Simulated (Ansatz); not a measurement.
NO⁺, singlet: reading a ladder of total energies

Geometry: a point of a stretch scan, not a stationary point.

```xyz
2

N     0.0000    0.0000    0.0000
O     0.0000    0.0000    0.9290
```

Basis 6-31G; Ansatz 0.2.0. Only valence electrons are correlated (noble-gas cores frozen), which leaves 10 electrons in 16 orbitals. R marks a restricted (for open shells ROHF) determinant.

Full CI is exact within this basis and frozen core; it isn't the basis-set limit.

Runs differ by some tens of microhartree through their thresholds, so steps under 0.03 kcal/mol mean nothing.

```
    level  total energy (hartree)
      RHF             -128.724342
     RMP2             -128.943076
    RCCSD             -128.937434
 RCCSD(T)             -128.942959
   RCCSDT             -128.943198
RCCSDT(Q)             -128.944331
  RCCSDTQ             -128.944197
  full CI             -128.944301
```

Problem. What is the correlation energy at full CI, and what share of it do RMP2 and RCCSD recover?

Solution. E(corr) = -128.944301 − (-128.724342) = -0.219959 hartree = -5.985 eV. RMP2: -0.218734 / -0.219959 = 99.44 %. RCCSD: -0.213092 / -0.219959 = 96.88 %.

Problem. By how many kcal/mol does RCCSD(T) miss full CI (1 hartree = 627.509 kcal/mol), and which steps make up the rest?

Solution. -128.942959 − (-128.944301) = 0.001342 hartree = 0.84 kcal/mol. Steps: RCCSDT − RCCSD(T) = -0.15, RCCSDT(Q) − RCCSDT = -0.71, RCCSDTQ − RCCSDT(Q) = 0.08, full CI − RCCSDTQ = -0.07 kcal/mol. Differences between like states or geometries often cancel part of this.
